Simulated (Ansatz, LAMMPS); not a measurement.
Rock-salt SrO, zone-centre LO phonon frequency

Reference value: 485 cm⁻¹ (measured, temperature not stated, no zero-point or thermal correction; as tabulated in Roshan et al. (2021), arXiv:2110.13857).

| level (code) | value (cm⁻¹) | cell (Å³/atom) |
|---|---|---|
| ionic model bush1994 (shell model, LAMMPS) | 371 | 16.92 |
| ionic model lewis1985b (shell model, LAMMPS) | 407 | 17.14 |
| ionic model pedone2006 (rigid ions, LAMMPS) | 492 | 17.03 |
| LDA (Ansatz) | [?] | 16.23 |
| PBE (Ansatz) | [?] | 17.52 |
| r²SCAN (Ansatz) | 470 | 17.17 |

Complete the blanks.


- LDA (Ansatz, a program for electronic structure), value (cm⁻¹): 473
- PBE (Ansatz), value (cm⁻¹): 446

Differences against the reference: ionic model bush1994 -24 %, ionic model lewis1985b -16.1 %, ionic model pedone2006 +1.4 %, LDA -2.5 %, PBE -8.0 %, r²SCAN -3.1 %.

Once the reference is moved by up to 3.0 % (a margin picked here for doubts on the reference and the settings, and for temperature and zero-point motion) and values within 0.7 % count as equal, the nearest can be ionic model pedone2006 (+1.4 %), LDA (-2.5 %) or r²SCAN (-3.1 %). Among them ionic model bush1994 (-24 %) misses by most.

The measured value isn't corrected to a static lattice, so vibrations enter the comparison.  Rigid ions have no electronic screening (ε∞ = 1). Each level is taken at its own relaxed cell. Cutoffs and k meshes differ between the levels. Ansatz's density-functional and Hartree–Fock values are scalar-relativistic unless marked +SOC, with PAW data made under PBE.

Empirical potentials (ionic model bush1994, ionic model lewis1985b, ionic model pedone2006) are fitted to chosen data: where that held the value shown, agreement is built in, and what lay outside the fit can be far off.

Differences are worked out from the printed values.
